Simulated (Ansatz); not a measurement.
in.yaml

```yaml
crystal:
  periodic: [false, false, false]
  atoms:
    - {symbol: Al, position_ang: [0.000000, 0.000000, 2.508200]}
    - {symbol: Al, position_ang: [0.000000, 0.000000, -0.281599]}
    - {symbol: C, position_ang: [0.000000, 0.000000, -2.226601]}
basis:
  gaussian: {orbitals: cc-pVTZ}
magnetization: {spin_polarized: false, initial_magnetization: 2}
correlation: {method: bccd_t, electrons: outside_noble_gas}
```

```sh
$ ansatz run in.yaml --threads 2 --pin off --events-out ev --progress --plain --max-ram 24576MiB --backend cuda --devices 0, --max-vram 18GiB
```

Output:

```
622 factors; integrals over basis functions are off by at most 1.5e-3 eV
mean field evaluation 1: about -14183.4056 eV, gradient 3.0e1 eV
mean field evaluation 2: about -14183.4819 eV, gradient 3.0e1 eV
mean field evaluation 4: about -14188.5556 eV, gradient 1.1e1 eV
mean field evaluation 8: about -14190.5723 eV, gradient 1.7e0 eV
mean field evaluation 16: about -14190.6290 eV, gradient 8.7e-3 eV
mean field evaluation 32: about -14191.0689 eV, gradient 2.3e-1 eV
mean field evaluation 64: about -14190.6290 eV, gradient 3.1e-4 eV
mean field evaluation 96: about -14189.9269 eV, gradient 1.8e-6 eV
mean field evaluation 128: about -14189.9942 eV, gradient 5.9e-1 eV
mean field evaluation 160: about -14191.0160 eV, gradient 9.5e-1 eV
...
cycle  15  -7.62836907 eV  change    1.5e-3 eV  update   1.1e-3
cycle  16  -7.62832779 eV  change    4.1e-5 eV  update   4.4e-4
cycle  17  -7.62832385 eV  change    3.9e-6 eV  update   3.6e-4
cycle  18  -7.62810863 eV  change    2.2e-4 eV  update   1.9e-4
cycle  19  -7.62816389 eV  change   -5.5e-5 eV  update   9.4e-5
cycle  20  -7.62816122 eV  change    2.7e-6 eV  update   5.8e-5
cycle  21  -7.62814639 eV  change    1.5e-5 eV  update   4.1e-5
cycle  22  -7.62814738 eV  change   -9.9e-7 eV  update   2.4e-5
cycle  23  -7.62814862 eV  change   -1.2e-6 eV  update   1.4e-5
cycle  24  -7.62813623 eV  change    1.2e-5 eV  update   8.8e-6
perturbative correction -0.40981665 eV, -0.0150604841 hartree
Total energy: -14198.66693478 eV, -521.7913856512 hartree
```

Ran on 2 threads of AMD EPYC 7R13 with a shared H100 80 GB, shared host: 30 s wall, 0.82 GiB peak host memory.
